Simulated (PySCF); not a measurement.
**AlH4⁻ under other conditions**

One physical setting of the base script is moved in each run, with the edits that it forces.

Computed with PySCF 2.14.0. Level: method and basis as typed in the scripts.

1 further run of the same task is left out (it didn't finish).

**1. Where the work starts**

AlH4⁻: 5 atoms, charge -1, spin multiplicity 1.

Bond lengths: Al1–H2 1.696 Å, Al1–H3 1.696 Å, Al1–H4 1.696 Å, Al1–H5 1.696 Å. Angles: H2–Al1–H3 109.5°, H2–Al1–H4 109.5°, H2–Al1–H5 109.5°, H3–Al1–H4 109.5°, H3–Al1–H5 109.5°, H4–Al1–H5 109.5°.

**2. The base run**

The input, input.py:

```python
from pyscf import gto, scf, cc

mol = gto.M(
    atom='Al 0 0 0; H 1.3845 0 0.979; H -1.3845 0 0.979; H 0 1.3846 -0.979; H 0 -1.3845 -0.979',
    basis='sto-3g',
    charge=-1,
    spin=0,
    verbose=4,
)
mf = scf.RHF(mol)
mf.kernel()
mycc = cc.CCSD(mf, frozen=5)
mycc.kernel()
mf.dip_moment()
print('orbital energies (hartree):', mf.mo_energy[..., max(0, mol.nelec[1]-3):mol.nelec[0]+3].round(4))
```

The run is started by

```
$ python input.py
```

The log of this run is left out.

Base result: E(SCF) = -241.119954 Eh, 5 cycles, E(CCSD) − E(SCF) = -0.06555 Eh.

The dipole of an ion depends on the origin.

**3. Coordinates × 0.958**

Run 1 changes geometry: coordinates × 1.03 → coordinates × 0.958.

The input, input.py:

```python
from pyscf import gto, scf, cc

mol = gto.M(
    atom='Al 0 0 0; H 1.2877 0 0.9106; H -1.2877 0 0.9106; H 0 1.2878 -0.9106; H 0 -1.2877 -0.9106',
    basis='sto-3g',
    charge=-1,
    spin=0,
    verbose=4,
)
mf = scf.RHF(mol)
mf.kernel()
mycc = cc.CCSD(mf, frozen=5)
mycc.kernel()
mf.dip_moment()
print('orbital energies (hartree):', mf.mo_energy[..., max(0, mol.nelec[1]-3):mol.nelec[0]+3].round(4))
```

The run is started by

```
$ python input.py
```

**4. PCM, ε = 20.5**

Run 2 changes solvent: none (gas phase) → PCM, ε = 20.5; step after the SCF: ccsd → analyze.

The input, input.py:

```python
from pyscf import gto, scf, solvent

mol = gto.M(
    atom='Al 0 0 0; H 1.3845 0 0.979; H -1.3845 0 0.979; H 0 1.3846 -0.979; H 0 -1.3845 -0.979',
    basis='sto-3g',
    charge=-1,
    spin=0,
    verbose=4,
)
mf = scf.RHF(mol)
mf = solvent.PCM(mf)
mf.with_solvent.eps = 20.5
mf.kernel()
mf.analyze()
print('orbital energies (hartree):', mf.mo_energy[..., max(0, mol.nelec[1]-3):mol.nelec[0]+3].round(4))
```

**5. Electric field 0.2 a.u.**

Run 3 changes electric field: none → 0.2 a.u.

Edit input.py of step 2 so:

```diff
@@ -10,2 +10,7 @@
 mf = scf.RHF(mol)
+field = 0.2  # electric field along z, atomic units
+h = mf.get_hcore() + field*mol.intor('int1e_r')[2]
+mf.get_hcore = lambda *args: h
+e_nuc = mol.energy_nuc() - field*mol.atom_charges() @ mol.atom_coords()[:, 2]
+mf.energy_nuc = lambda *args: e_nuc
 mf.kernel()
```

**6. Coordinates × 0.3**

Run 4 changes geometry: coordinates × 1.03 → coordinates × 0.3.

Edit input.py of step 2 so:

```diff
@@ -3,3 +3,3 @@
 mol = gto.M(
-    atom='Al 0 0 0; H 1.3845 0 0.979; H -1.3845 0 0.979; H 0 1.3846 -0.979; H 0 -1.3845 -0.979',
+    atom='Al 0 0 0; H 0.4033 0 0.2852; H -0.4033 0 0.2852; H 0 0.4033 -0.2852; H 0 -0.4033 -0.2852',
     basis='sto-3g',
```

What does the calculation give? Wanted: for each run, E(SCF); from base; gap; after the SCF.

**Answer**, as computed:

| run | E(SCF) (hartree) | from base (eV) | cycles | gap (eV) | after the SCF |
| --- | --- | --- | --- | --- | --- |
| base | -241.119954 | 0 | 5 | 21.65 | CCSD correlation -1.784 eV, core frozen |
| coordinates × 0.958 | -241.160592 | -1.1058 | 6 | 24.84 | CCSD correlation -1.523 eV, core frozen |
| PCM, ε = 20.5 | -241.220999 | -2.7496 | 5 | 21.67 | n/a |
| electric field 0.2 a.u. (poor choice) | -241.378516 | not comparable | 7 | 14.57 | CCSD correlation -1.866 eV, core frozen |
| coordinates × 0.3 (poor choice) | -232.425390 | +236.5912 | 6 | 33.11 | CCSD correlation -1.004 eV, core frozen |

What this shows: Of the runs whose energies can be compared, “coordinates × 0.3” moves the SCF energy most (+236.591 eV). A continuum solvent with ε = 20.5 lowers the energy by 2.750 eV, a large gain because the system is charged. With coordinates × 0.958 the frontier gap moves by over 1.5 eV, which can mean another electronic state rather than the bond length alone. With coordinates × 0.3 the frontier gap moves by over 1.5 eV, which can mean another electronic state rather than the bond length alone. Rows marked «poor choice» come from settings spoiled on purpose.
